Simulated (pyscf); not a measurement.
PySCF, gas phase, ωB97X-D3(BJ)/def2-SVP geometries. MP2 and CC: frozen core, UHF for open shells. ΔMP2 is the change of the MP2 total energy from the triple- to the quadruple-zeta basis.

SMILES: [CH3][InH][NH2]
```xyz
9

C     -0.1512     1.2365    -1.5694
In    -0.1711     0.1082     0.2603
N      1.4204     0.3598     1.4759
H     -1.0297     1.8978    -1.6243
H      0.7572     1.8528    -1.6402
H     -0.1858     0.5605    -2.4378
H     -1.3658    -0.9933     0.8319
H      2.1977     0.9806     1.2797
H      1.5457    -0.1030     2.3691
```

Problem. How much does it cost (ΔH, 298 K, CCSD(T)/def2-TZVPP + ΔMP2(QZVPP)) to split `[CH3][InH][NH2]` at its In–N bond into [H₃C–InH]• + NH₂•?

Solution. In–N to [H₃C–InH]• + NH₂•: 79.1 kcal/mol. The radicals are drawn with the spin at the cut bond; how far it spreads was not checked. Other isomers of [H₃C–InH]• were not searched in full and may lie lower. The CCSD(T) − MP2 part came from Ansatz, without density fitting, on the same reference. The frozen core leaves the outer d or s,p core shells of the metals and heavy elements correlated in the MP2 and CC values, and def2-TZVPP describes them poorly, which can shift differences by a few kcal/mol. Elements past Kr carry the def2 core potentials, without spin-orbit coupling.
